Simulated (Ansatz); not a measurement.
Diamond was calculated with B3LYP (VWN-RPA form) in Ansatz (PAW).

Numerical settings: plane-wave cutoff 460 eV, 12×12×12 k mesh, Fermi–Dirac smearing 0.01 eV, scalar-relativistic PAW data made under PBE.

A third-order Birch–Murnaghan fit to the energies gives V0 = 5.677 Å³/atom, B0 = 444 GPa, B′ = 3.7.

| V (Å³/atom) | P (GPa) |
|---|---|
| 5.393 | 25.02 |
| 5.535 | … |
| 5.638 | 3.09 |
| 5.819 | … |
| 5.961 | -19.77 |

Q: Estimate the withheld pressures from this fit; the answers are the runs' own values.

A: 
- 5.535, P (GPa): 11.79
- 5.819, P (GPa): -10.45

The formula P = (3/2) B0 (x^(7/3) − x^(5/3)) [1 + (3/4)(B′ − 4)(x^(2/3) − 1)] with x = V0/V meets the computed pressures within 0.04 GPa when these rounded values are put in.

Measured, for comparison: bulk modulus 455 GPa (0 K value with the zero-point phonon effect removed; as tabulated in Mejia-Rodriguez and Trickey (2018), arXiv:1807.09216); equilibrium volume per atom 5.61 Å³/atom (static lattice: zero-point anharmonic expansion removed; as tabulated in Mejia-Rodriguez and Trickey (2018), arXiv:1807.09216). Computed (rounded) less measured: bulk modulus -2 %, equilibrium volume per atom +1.2 %.

Computed values are for the static lattice.

The result took roughly 7 core-minutes.

Ansatz is a first-principles code.
